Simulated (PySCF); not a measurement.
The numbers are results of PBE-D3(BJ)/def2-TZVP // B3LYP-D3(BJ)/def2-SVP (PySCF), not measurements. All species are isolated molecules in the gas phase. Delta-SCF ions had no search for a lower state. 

Reference species (SMILES): `N` (neutral, multiplicity 1).

* **dipole moment**: 1.75 D
* **HOMO**: -6.07 eV
* **vertical ionisation energy (Delta-SCF)**: 10.98 eV

After one change: the dipole moment decreases by 0.16 D; the HOMO falls by 0.10 eV; the vertical ionisation energy (Delta-SCF) falls by 0.35 eV.

Question: Name the change that produced these shifts. The new species is one of these.
A. `CO`
B. `O`
C. `S`
D. `COC`

Answer: A, `CO`
